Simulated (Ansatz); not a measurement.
Geometry optimisation, RKS r2SCAN-D4/def2-SVP (Ansatz).

The input (input.yaml):

```yaml
crystal:
  periodic: [false, false, false]
  atoms:
    - { symbol: Al, position_ang: [0.273706, 0.0, 0.064405] }
    - { symbol: F, position_ang: [0.722358, 0.0, 1.668863] }
    - { symbol: H, position_ang: [1.787385, 0.0, -0.239108] }
    - { symbol: H, position_ang: [-1.17135, 0.0, -0.56336] }
basis:
  gaussian: { orbitals: def2-SVP }
hamiltonian:
  xc: r2scan
  dispersion: d4
relax:
  f_tol: 0.03
  max_steps: 50
```

Run as:

```bash
$ ansatz run input.yaml --threads 1 --pin off --max-ram 2048MiB --backend cpu --events-out ev --progress --plain --runs-dir out
```

Task: Where does it end, and by what steps?

Result: The forces met the threshold. After 5 steps the energy has fallen by 0.598 eV; H3 moved furthest, 0.34 Å.

```json
{"step": "0", "energy less start (eV)": "0.0000", "largest force component (eV/Å)": "1.633", "accepted": "yes"}
{"step": "1", "energy less start (eV)": "-0.4738", "largest force component (eV/Å)": "0.737", "accepted": "yes"}
{"step": "2", "energy less start (eV)": "-0.5874", "largest force component (eV/Å)": "0.649", "accepted": "yes"}
{"step": "3", "energy less start (eV)": "-0.5900", "largest force component (eV/Å)": "0.748", "accepted": "yes"}
{"step": "4", "energy less start (eV)": "-0.5982", "largest force component (eV/Å)": "0.050", "accepted": "yes"}
{"step": "5", "energy less start (eV)": "-0.5983", "largest force component (eV/Å)": "0.001", "accepted": "yes"}
```

```xyz
4
Properties=species:S:1:pos:R:3
Al 0.402 0.000 0.173
F 0.445 0.000 1.840
H 1.791 0.000 -0.578
H -1.025 0.000 -0.504
```

Whether the end is a true minimum wasn't checked by a vibrational analysis.

The run took 10 s on 1 thread of Arm Neoverse V1, on a shared host, peak memory 0.1 GiB.
